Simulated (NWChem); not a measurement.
# C3H3FO (SMILES F/C=C1/CO1): levels of theory compared

Wanted: a comparison of 3 runs (HF/STO-3G, HF/3-21G, B3LYP/6-31G*) of C3H3FO. 

The calculation is run with NWChem 7.3.0.

**1. The system as given**

C3H3FO has 8 atoms, charge 0, and is taken as a singlet. SMILES: `F/C=C1/CO1`. The shape is that of a GFN2-xTB optimisation.

Bond lengths: F1–C2 1.348 Å, C2–C3 1.308 Å, C3–C4 1.438 Å, C3–O5 1.343 Å, C4–O5 1.429 Å, C2–H6 1.077 Å, C4–H7 1.083 Å, C4–H8 1.083 Å. Some angles: F1–C2–C3 122.7°, C2–C3–C4 153.2°, C2–C3–O5 145.1°, C4–C3–O5 61.7°, C3–C4–O5 55.9°, C3–O5–C4 62.4°, F1–C2–H6 113.2°, C3–C2–H6 124.1°, C3–C4–H7 119.8°, C3–C4–H8 119.8°.

**2. Energy and gradient at HF/STO-3G (run 1)**

c3h3fo.nw reads:

```
START c3h3fo
TITLE "C3H3FO gradient"
memory stack 880 mb heap 220 mb global 1100 mb
GEOMETRY noautosym nocenter noautoz
 F     0.375040    1.538240    1.929380
 C    -0.204430    1.123240    0.785400
 C     0.134160    0.011880    0.184890
 C     0.026460   -0.962900   -0.866560
 O     0.938840   -1.062910    0.228450
 H    -0.963200    1.797670    0.425910
 H     0.480370   -0.767520   -1.830410
 H    -0.787250   -1.677710   -0.857050
END
BASIS spherical bse
 * library STO-3G
END
SCF
 thresh 1e-08
 maxiter 80
 print medium
END
TASK scf gradient
```

Launch:

```
nwchem c3h3fo.nw > c3h3fo.out
```

Standard output:

```text
[...]
  functions       =    28
[...]
  wavefunction    = RHF
[...]
         Total SCF energy =   -285.726281744588
      One-electron energy =   -714.527716042354
      Two-electron energy =    267.596639438458
 Nuclear repulsion energy =    161.204794859309
        Time for solution =      0.9s
[...]
                         RHF ENERGY GRADIENTS
    atom               coordinates                        gradient
                 x          y          z           x          y          z
   1 F       0.708723   2.906852   3.646000   -0.008690  -0.004564  -0.015626
   2 C      -0.386317   2.122616   1.484191   -0.007306   0.011250   0.001256
   3 C       0.253526   0.022450   0.349391    0.039091  -0.059216  -0.004680
   4 C       0.050002  -1.819617  -1.637561    0.009114   0.008318   0.019795
   5 O       1.774150  -2.008609   0.431708   -0.047137   0.043033  -0.021158
   6 H      -1.820184   3.397104   0.804853    0.009265  -0.001761   0.010330
   7 H       0.907768  -1.450402  -3.458973    0.001047   0.000220   0.006393
   8 H      -1.487687  -3.170412  -1.619590    0.004615   0.002720   0.003689
[...]
```

Run time: 1.5 s. Hardware: 1 thread of AMD EPYC 9R45 (Zen 5), shared host; peak memory 0.099 GiB.

**3. Energy and gradient at HF/3-21G (run 2)**

test.nw reads:

```
start test
title "C3H3FO hf"
memory stack 880 mb heap 220 mb global 1100 mb

geometry units angstrom noautosym nocenter noautoz
 F      0.375040     1.538240     1.929380
 C     -0.204430     1.123240     0.785400
 C      0.134160     0.011880     0.184890
 C      0.026460    -0.962900    -0.866560
 O      0.938840    -1.062910     0.228450
 H     -0.963200     1.797670     0.425910
 H      0.480370    -0.767520    -1.830410
 H     -0.787250    -1.677710    -0.857050
end

basis spherical bse
 F library 3-21G
 C library 3-21G
 O library 3-21G
 H library 3-21G
end

scf
 thresh 1e-08
 maxiter 80
 noprint "final vectors analysis"
end

task scf gradient
```

Launch:

```
nwchem test.nw > test.out
```

Standard output:

```text
[...]
  functions       =    51
[...]
  wavefunction    = RHF
[...]
         Total SCF energy =   -287.922371982593
      One-electron energy =   -714.711079062334
      Two-electron energy =    265.583912220433
 Nuclear repulsion energy =    161.204794859309
        Time for solution =      1.0s
[...]
                         RHF ENERGY GRADIENTS
    atom               coordinates                        gradient
                 x          y          z           x          y          z
   1 F       0.708723   2.906852   3.646000   -0.007640  -0.005398  -0.015049
   2 C      -0.386317   2.122616   1.484191    0.003129   0.017356   0.020647
   3 C       0.253526   0.022450   0.349391    0.034494  -0.050065  -0.002156
   4 C       0.050002  -1.819617  -1.637561    0.029172   0.002176   0.040158
   5 O       1.774150  -2.008609   0.431708   -0.050415   0.032521  -0.035247
   6 H      -1.820184   3.397104   0.804853   -0.005911   0.009030   0.000615
   7 H       0.907768  -1.450402  -3.458973    0.003782   0.000951  -0.008488
   8 H      -1.487687  -3.170412  -1.619590   -0.006611  -0.006570  -0.000480
[...]
```

It took 1.7 s on 1 thread of AMD EPYC 9R45 (Zen 5), shared host; peak memory 0.1 GiB.

**4. Energy and forces at B3LYP/6-31G(d) (Cartesian functions) (run 3)**

c3h3fo.nw reads:

```
start c3h3fo
title "C3H3FO B3LYP"
memory 2200 mb

geometry noautosym nocenter noautoz
 F        0.375040       1.538240       1.929380
 C       -0.204430       1.123240       0.785400
 C        0.134160       0.011880       0.184890
 C        0.026460      -0.962900      -0.866560
 O        0.938840      -1.062910       0.228450
 H       -0.963200       1.797670       0.425910
 H        0.480370      -0.767520      -1.830410
 H       -0.787250      -1.677710      -0.857050
end

basis
 * library 6-31G*
end

dft
 xc b3lyp
 grid xfine
 convergence energy 1e-08
 iterations 100
 mulliken
 print medium
end

task dft gradient
```

Launch:

```
nwchem c3h3fo.nw > c3h3fo.out
```

Standard output:

```text
[...]
          Wavefunction type:  closed shell.
          No. of atoms     :     8
          No. of electrons :    38
[...]
          Charge           :     0
          Spin multiplicity:     1
[...]
          AO basis - number of functions:    81
[...]
              XC Information
              --------------
                         B3LYP Method XC Potential
                     Hartree-Fock (Exact) Exchange  0.200
                        Slater Exchange Functional  0.800 local
                    Becke 1988 Exchange Functional  0.720 non-local
              Lee-Yang-Parr Correlation Functional  0.810
                  VWN I RPA Correlation Functional  0.190 local
[...]
 d= 0,ls=0.0,diis     1   -290.9822274163 -4.52D+02  1.76D-02  9.21D-01     1.5
[...]
 d= 0,ls=0.0,diis    11   -291.0799877877 -2.52D-10  2.92D-07  1.44D-09    14.8
         Total DFT energy =     -291.079987787721
      One electron energy =     -717.811908895522
           Coulomb energy =      301.971837459660
    Exchange-Corr. energy =      -36.444711211167
 Nuclear repulsion energy =      161.204794859309
[...]
      Total Density - Mulliken Population Analysis
     ---------------------------------------------
    Atom       Charge   Shell Charges
 -----------   ------   -------------------------------------------------------
    1 F    9     9.27   1.99  0.95  3.31  0.97  2.00  0.06
    2 C    6     6.00   1.99  0.69  2.03  0.50  0.75  0.04
    3 C    6     5.63   1.99  0.71  2.07  0.40  0.42  0.04
    4 C    6     6.18   1.99  0.70  2.08  0.57  0.79  0.05
    5 O    8     8.42   1.99  0.92  2.86  1.06  1.57  0.02
    6 H    1     0.85   0.53  0.32
    7 H    1     0.82   0.53  0.29
    8 H    1     0.82   0.53  0.29
[...]
  wavefunction    = closed shell
[...]
```

Run time: 18 s. Hardware: 1 thread of AMD EPYC 9R45 (Zen 5), shared host; peak memory 0.14 GiB.

**5. Overview of the runs**

```tsv
run	level	Cartesian functions	iteration cap	energy (Eh)	dipole moment (D)	HOMO energy (eV)	LUMO energy (eV)	wall time
1	HF/STO-3G	no	80	-285.726282	2.14	-7.59	8.66	1.5 s
2	HF/3-21G	no	80	-287.922372	3.99	–	–	1.7 s
3	B3LYP/6-31G* (Cartesian functions)	yes	100	-291.079988	2.85	-6.37	1.17	18 s
```

**6. Outcome**

```
                       quantity          value
            run 3: total energy  -291.07999 Eh
           run 3: dipole moment         2.85 D
             run 3: HOMO energy       -6.37 eV
             run 3: LUMO energy        1.17 eV
           run 3: HOMO–LUMO gap        7.55 eV
run 3: largest force on an atom     1.845 eV/Å
```

What this shows: The dipole moment (its size) runs from 2.14 D (HF/STO-3G) to 3.99 D (HF/3-21G). In run 1 the basis is minimal, so the values are rough. All runs together took 21 s, the longest 18 s.
